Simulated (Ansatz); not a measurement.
# AlClH2: the cost of one run

Computed with Ansatz 0.2.0, Gaussian basis. Level: PBE0-D4/def2-TZVP structures, single points in def2-TZVPP, no counterpoise correction.

Levels: SPW92, PBE-D4, BLYP-D4, r2SCAN-D4, B97M-V, PBE0-D4, B3LYP-D4, r2SCAN0-D4, BHLYP-D4, CAM-B3LYP-D4, wB97X-V, wB97M-V, B2PLYP, PBE-QIDH, RPA on PBE, Hartree-Fock, MP2, CCSD, CCSD(T).

Correlated methods freeze the cores. B3LYP uses VWN-RPA correlation. B2PLYP carries no dispersion term here.

94 further runs of the same task are left out: 94 set aside as unsound or not needed.

### 1 Starting geometry

The complex: 9 atoms, charge 0, spin multiplicity 1.

Atoms are counted from 1 here; the program's logs count them from 0.

Bond lengths: Al1–H3 1.577 Å, Al1–H4 1.575 Å, Al1–Cl6 2.110 Å, C2–H5 1.095 Å, C2–H7 1.090 Å, C2–H8 1.088 Å, C2–H9 1.097 Å. Angles: H3–Al1–H4 124.7°, H3–Al1–Cl6 116.8°, H4–Al1–Cl6 117.5°, H5–C2–H7 107.4°, H5–C2–H8 109.4°, H5–C2–H9 113.0°, H7–C2–H8 110.8°, H7–C2–H9 106.8°, H8–C2–H9 109.4°.

As a file:

```xyz
9

Al   -1.5139    0.1892    0.1547
C     1.2866   -0.0297   -0.1247
H    -1.7242    0.9490   -1.2111
H    -1.2344    0.8917    1.5370
H     0.7221   -0.8822    0.2663
Cl   -1.9977   -1.8639    0.1869
H     2.0606   -0.4260   -0.7812
H     1.7268    0.5226    0.7025
H     0.6742    0.6491   -0.7304
```

Its parts: AlH₂Cl holds atoms 1, 3, 4, 6; CH₄ holds atoms 2, 5, 7, 8, 9. Each part counts its atoms afresh in its own runs.

### 2 Relaxing AlH₂Cl alone

relax-a/in.yaml

```yaml
crystal:
  periodic: [false, false, false]
  atoms:
    - {symbol: Al, position_ang: [-1.513884, 0.189247, 0.154722]}
    - {symbol: H, position_ang: [-1.724222, 0.948997, -1.211119]}
    - {symbol: H, position_ang: [-1.234437, 0.891711, 1.536968]}
    - {symbol: Cl, position_ang: [-1.997658, -1.863896, 0.186882]}
basis:
  gaussian: {orbitals: def2-TZVP}
hamiltonian: {xc: pbe0, dispersion: d4}
relax: {f_tol: 0.005, max_steps: 200}
```

Run with:

```
ansatz run in.yaml --threads 2 --pin off --events-out ev --progress --plain --max-ram 4352MiB
```

**Question.** How long does this run take on 2 threads of Arm Neoverse V1, shared host?

About 4 s.
